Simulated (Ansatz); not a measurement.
Antifluorite Mg2Ge

Calculation: B3LYP (VWN-RPA form) in Ansatz (PAW).

Run with plane-wave cutoff 460 eV, 8×8×8 k mesh, Fermi–Dirac smearing 0.01 eV, scalar-relativistic PAW data made under PBE.

Cell: measured lattice: a = 6.385 Å, b = 6.385 Å, c = 6.385 Å, α = 90.00°, β = 90.00°, γ = 90.00°.

band gap: 1.22 eV (on the SCF k mesh) (indirect)
smallest direct gap on the k points sampled: 2.08 eV

Measured, for comparison: band gap 0.74 eV (temperature not stated, not corrected to a static lattice, indirect, Γ–X; as tabulated in Ryu et al. (2019), arXiv:1905.06140).

Note: cell and atoms aren't relaxed at this level (pressure 0.6 GPa).

Spin–orbit coupling is not included.

Ansatz is an electronic-structure program.
